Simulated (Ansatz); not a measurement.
`FC(F)(F)F` and `CCC(F)(F)F` differ in one atom or group.

Ansatz, PBE0-D4/def2-TZVP geometries, multiplicity 1. 

| property | `FC(F)(F)F` |
| --- | --- |
| HOMO–LUMO gap (ωB97M-V/def2-TZVPP) / eV | 19.46 |
| HOMO energy (PBE/def2-TZVPP) / eV | -10.32 |
| HOMO energy (ωB97M-V/def2-TZVPP) / eV | -15.15 |
| LUMO energy (PBE0/def2-TZVPP) / eV | 2.76 |
| LUMO energy (PBE/def2-TZVPP) / eV | 1.74 |
| HOMO energy (PBE0/def2-TZVPP) / eV | -12.61 |

(1) What does the change do to each property? (Estimate.)

Results:

(1) Computed: 
| property | `CCC(F)(F)F` | shift |
| --- | --- | --- |
| HOMO–LUMO gap (ωB97M-V/def2-TZVPP) / eV | 15.24 | -4.22 |
| HOMO energy (PBE/def2-TZVPP) / eV | -8.61 | 1.71 |
| HOMO energy (ωB97M-V/def2-TZVPP) / eV | -12.63 | 2.52 |
| LUMO energy (PBE0/def2-TZVPP) / eV | 1.21 | -1.55 |
| LUMO energy (PBE/def2-TZVPP) / eV | 0.42 | -1.32 |
| HOMO energy (PBE0/def2-TZVPP) / eV | -10.25 | 2.36 |

With PBE0 the HOMO rises by 2.36 eV and the LUMO falls by 1.55 eV, so the gap narrows by about 3.91 eV. PBE moves the HOMO by 1.71 eV and ωB97M-V by 2.52 eV. The zero-point energy changes by 168.1 kJ/mol with +18 modes.
